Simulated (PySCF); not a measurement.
Task: Give a GFN2-xTB geometry of N-methylpyrrolidine (`C1N(C)CCC1`).

Result: 
Z-matrix in Å and degrees, rows numbered from 1:
```
C 
N   1  1.4399
C   2  1.4516  1  113.94
C   3  1.5332  2  104.50  1  -165.66
C   4  1.5400  3  104.47  2    19.92
C   2  1.4499  1  114.26  3  -120.50
H   1  1.1036  2  112.75  3    60.10
H   1  1.0893  2  109.12  3  -179.19
H   1  1.0893  2  109.02  3   -60.59
H   3  1.0916  2  109.81  1    73.06
H   3  1.1054  2  111.25  1   -46.71
H   4  1.0891  3  111.02  2   140.72
H   4  1.0885  3  110.76  2   -99.28
H   5  1.0888  4  112.45  3   127.11
H   5  1.0890  4  110.31  3  -111.79
H   6  1.0913  2  110.14  1   -69.76
H   6  1.1058  2  111.54  1    50.68
```

N2 (tertiary amine nitrogen) is pyramidal (angles 114.3°, 113.9° and 104.8°, sum 333.0°, 0.44 Å off the plane of its three neighbours). The 5-membered ring N2–C3–C4–C5–C6 has internal angles of 103.4° to 104.8° (sum 521°, against 540° for a flat polygon); it is puckered, 0.18 Å rms from its mean plane, widest ring torsion 44°. Of the pairs four or more bonds apart, H7···H11 is among the closest relative to their van der Waals radii: 2.47 Å, 103 % of the sum of Bondi's values.

The geometry is computed with GFN2-xTB (gas phase).

Point group: near Cs, missed by 0.23 Å at most; the miss may be what the optimiser left on a soft mode. Stationary, but not proved a minimum. The numbers are those of one conformer (C1–N2–C3–C4 -166°, N2–C3–C4–C5 20°, C3–C4–C5–C6 6°, C4–C5–C6–N2 -30°).
